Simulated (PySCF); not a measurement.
## Static response to an electric field

Compound: lithium amide, H₂LiN.
Cartesian coordinates in Å at the PBE0-D3(BJ)/def2-SVP level; atoms count from 1:
```xyz
4
H2LiN angstrom
Li     1.6237   -0.1169    0.0511
N     -0.0845   -0.0134   -0.0277
H     -0.7660   -0.7739   -0.0491
H     -0.6695    0.8233   -0.0504
```

Level: wB97X-D/def2-SVPD (PySCF), static field, nuclei fixed, core orbitals frozen in the response. The polarisability tensor in these axes (au):

```
x   28.07 -0.54 -0.05
y   -0.54 19.24  0.01
z   -0.05  0.01 31.60
```

Task: Give the principal values, the mean and the anisotropy Δα = √{½[(α1 − α2)² + (α2 − α3)² + (α1 − α3)²]}.

Result: Principal values 19.21, 28.10 and 31.60 au; mean 26.30 au = 3.90 Å³ = 4.34 × 10⁻⁴⁰ C²·m²/J; Δα = 11.07 au (42 % of the mean).

Task: What is the dipole moment, and where does it point?

Result: (4.75, -0.29, 0.23) D, 4.77 D in size, pointing from the negative to the positive side. Measured along this direction, the outermost atoms are H4 and H3 at the negative end and Li1 at the positive end.

Task: In a dilute gas of rigid molecules at 273 K, how does the orientational term μ²/3kT compare with the electronic polarisability?

Result: In Gaussian units μ²/3kT = 200.90 Å³ against 3.90 Å³, a ratio of 51.54; the Debye molar polarisation (4π/3)N_A(α + μ²/3kT) is 516.6 cm³/mol, leaving out the vibrational part.

Task: What depolarisation ratio follows for Rayleigh scattering of linearly polarised light, taking the static tensor?

Result: ρ = 3Δα²/(45ᾱ² + 4Δα²) = 367.3/(31134 + 489.7) = 0.0116.

Task: Find the Langevin capture rate constant for NH4+ (18.034 u) meeting this molecule (23.035 u), k = 2.342 × 10⁻⁹ cm³/s × √(α in Å³ / reduced mass in u).

Result: The reduced mass is 10.12 u, so k = 1.45 × 10⁻⁹ cm³/s. The formula leaves out the permanent dipole, which adds to the capture rate.

Task: Molar refractivity from α?

Result: Lorentz–Lorenz: R = (4π/3)N_A α = 2.5225 cm³/(mol·Å³) × 3.90 Å³ = 9.8 cm³/mol, in the limit of long wavelengths.

Isolated species at its PBE0-D3(BJ)/def2-SVP geometry, gas phase.
